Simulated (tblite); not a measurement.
C5H5O (doublet state).
Atom-mapped SMILES: `[CH:1]#[C:2][C@@H:3]([CH3:4])[C:5]=[O:6]` (hydrogens: H7 on C1; H8 on C3; H9, H10, H11 on C4)

The geometry is computed with GFN2-xTB (gas phase). This method treats the open shell by occupation alone, without spin polarisation.

Question: Give the optimised bond lengths and angles.

Answer: 
| bond | length (Å) | order |
| --- | --- | --- |
| C1≡C2 | 1.197 | triple |
| C2–C3 | 1.453 | single |
| C3–C4 | 1.537 | single |
| C3–C5 | 1.503 | single |
| C5=O6 | 1.187 | double |
| C1–H7 | 1.049 | single |
| C3–H8 | 1.098 | single |
| C4–H9, C4–H10, C4–H11 | 1.088 | single |

Bonds in one row agree within 0.01 Å and their mean is given. Orders are formal, as drawn. A selection of angles:
| angle | degrees |
| --- | --- |
| C2–C1–H7 | 179.0 |
| C1–C2–C3 | 177.8 |
| C2–C3–C4 | 110.9 |
| C2–C3–C5 | 107.3 |
| C2–C3–H8 | 108.6 |
| C4–C3–C5 | 112.5 |
| C4–C3–H8 | 110.3 |
| C5–C3–H8 | 107.1 |
| C3–C4–H9 | 110.1 |
| H9–C4–H10 | 108.9 |
| C3–C5–O6 | 131.5 |

Dihedral angles: C2–C3–C5–O6 -114° (anticlinal).

The 4 C–C bonds span 1.197 Å (C1≡C2, drawn triple) to 1.537 Å (C3–C4, drawn single), a spread of 0.340 Å.

Point group: C1 (no symmetry element, even within 0.4 Å). GFN2-xTB frequencies show an imaginary mode (32i cm⁻¹), so the point is no minimum at that level.

The run took 0.13 s wall on one thread of an AMD EPYC 9R45, shared host with 192 logical CPUs at a one-minute load of 70. This is the geometry optimisation.

One conformer stands for the species.
